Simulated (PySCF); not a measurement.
Work out the structure from these simulated measurements.

Formula: CH5AlS.

- NMR, other nuclei: isotropic shieldings of nuclei other than C and H, by class: 290 (1 Al), 530 (1 S) ppm [GIAO B3LYP/pcSseg-1 (pcSseg-2 on Al)]
- Triplet: lowest triplet excitation (Tamm–Dancoff): 4.38 eV [TDA CAM-B3LYP/def2-SVPD]
- UV, first state: lowest singlet excitation: 5.19 eV (239 nm, f = 0.078) [TDDFT CAM-B3LYP/def2-SVPD]
- Dipole: 1.51 D [CAM-B3LYP/def2-SVPD]
- 1H NMR: chemical shifts (computed TMS as zero) by class: 5.20 (2 H), 2.21 (3 H) ppm [GIAO B3LYP/pcSseg-1 (pcSseg-2 on Al)]
- 13C NMR: chemical shifts (computed TMS as zero) by class: 14.6 (1 C) ppm [GIAO B3LYP/pcSseg-1 (pcSseg-2 on Al)]
- Rotational structure: rotational constants A, B, C: 15.470, 4.156, 3.346 GHz [PBE0-D3(BJ)/def2-SVP]
- Polarisability: 64.5 au [CAM-B3LYP/def2-SVPD]

Gas-phase values; electronic properties from PySCF, density fitting. Levels stand in brackets. Isolated species at its PBE0-D3(BJ)/def2-SVP geometry (one conformer only). Each NMR value is the plain mean over a class of atoms that symmetry, rotation or inversion makes alike.

**Question.** Give a SMILES that accounts for the data.

**Answer.** The one carbon: carbon bonded to S and 3 H (14.6 ppm). Hydrogen classes from least to most shielded: 2 H on an aluminium bonded to S and 2 H (5.20 ppm), 3 H on a carbon bonded to S and 3 H (2.21 ppm). The other shieldings belong to: 290 ppm, aluminium bonded to S and 2 H; 530 ppm, sulfur bonded to Al and C. By its constants the optimised geometry is an asymmetric top. Structure: AlH2(SMe), `[H][Al]([H])[S]C`. The assignments are read from this structure; whether some other isomer fits the data as well wasn't checked.
